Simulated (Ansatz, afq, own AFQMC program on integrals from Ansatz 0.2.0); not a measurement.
# H$_{2}$ + O, triplet in cc-pVTZ along one coordinate

```yaml
atoms:
  - { symbol: H, position_ang: [0.0000, 0.0000, -0.9037] }
  - { symbol: H, position_ang: [0.0000, 0.0000, -0.1587] }
  - { symbol: O, position_ang: [0.0000, 0.0000, 1.0623] }
```

A hydrogen atom is moved from one rigid fragment to the other; the H1–H2 distance tells how far. The two fragments are held close together, so this isn't a minimum-energy path and the start is a compressed complex. Energies in kcal/mol count from this geometry (0.745 Å) at the same level; the start stands on UHF, each point on the determinant named.

Basis cc-pVTZ. Only valence electrons are correlated. Integrals, coupled cluster, full CI and functionals: Ansatz 0.2.0; the random walks run on the same integrals in our own AFQMC program. The CISD trial takes its coefficients from CCSD amplitudes. Released means that phaseless walkers are propagated on without the constraint, phases kept. ± is one standard error of the sampling.

Cautions, each for one point or more: lower spins were not checked; the ph-AFQMC/CISD walk drifts between its halves.

```json
{"r(H1–H2) / Å": "0.811", "det.": "UHF", "T1": "0.020", "weight": "0.93", "⟨S²⟩": "2.04", "CCSD(T)": "-0.9", "ph-AFQMC/CISD": "-0.9 ± 0.04", "released AFQMC": "–", "CCSDT(Q)": "-0.9", "B3LYP": "-1.4", "PBE": "-2.3"}
{"r(H1–H2) / Å": "0.844", "det.": "UHF", "T1": "0.019", "weight": "0.93", "⟨S²⟩": "2.04", "CCSD(T)": "-1.3", "ph-AFQMC/CISD": "-1.2 ± 0.05", "released AFQMC": "-1.3 ± 0.2", "CCSDT(Q)": "-1.3", "B3LYP": "-1.7", "PBE": "-2.9"}
{"r(H1–H2) / Å": "0.877", "det.": "UHF", "T1": "0.016", "weight": "0.94", "⟨S²⟩": "2.04", "CCSD(T)": "-1.6", "ph-AFQMC/CISD": "-1.5 ± 0.05", "released AFQMC": "-1.7 ± 0.1", "CCSDT(Q)": "-1.6", "B3LYP": "-1.9", "PBE": "-3.2"}
{"r(H1–H2) / Å": "0.910", "det.": "UHF", "T1": "0.014", "weight": "0.94", "⟨S²⟩": "2.04", "CCSD(T)": "-2.0", "ph-AFQMC/CISD": "-2.0 ± 0.06", "released AFQMC": "–", "CCSDT(Q)": "-2.0", "B3LYP": "-1.8", "PBE": "-3.2"}
{"r(H1–H2) / Å": "0.976", "det.": "UHF", "T1": "0.013", "weight": "0.94", "⟨S²⟩": "2.02", "CCSD(T)": "-1.9", "ph-AFQMC/CISD": "-1.8 ± 0.06", "released AFQMC": "–", "CCSDT(Q)": "-1.9", "B3LYP": "-0.6", "PBE": "-1.9"}
```

Weight is that of the determinant in the CISD state; at the start T1 is 0.022 and the weight 0.93, and ⟨S²⟩ is 2.03. A dash marks a missing value, a released energy that hasn't settled or a functional that sits on another state. Largest departures from CCSDT(Q), at the points where its series has closed: CCSD(T) 0.0 kcal/mol at 0.976 (on UHF), ph-AFQMC/CISD 0.2 kcal/mol at 0.877 (on UHF), released AFQMC 0.0 kcal/mol at 0.877 (on UHF) (within the noise), B3LYP 1.2 kcal/mol at 0.976, PBE -1.6 kcal/mol at 0.844. Functionals count only at points shown to share the start's state and spin.

Some points may be missing: those where a free walk finds a much lower state, and past Zn most of those on another determinant than at the start.

A walk keeps the symmetry of its determinant, which the program's search chose and which needn't be the lowest solution, so a lower state of the same spin and another symmetry isn't excluded. Released energies are given only where the last usable release times agree within the noise; a slower fall can still hide under it.
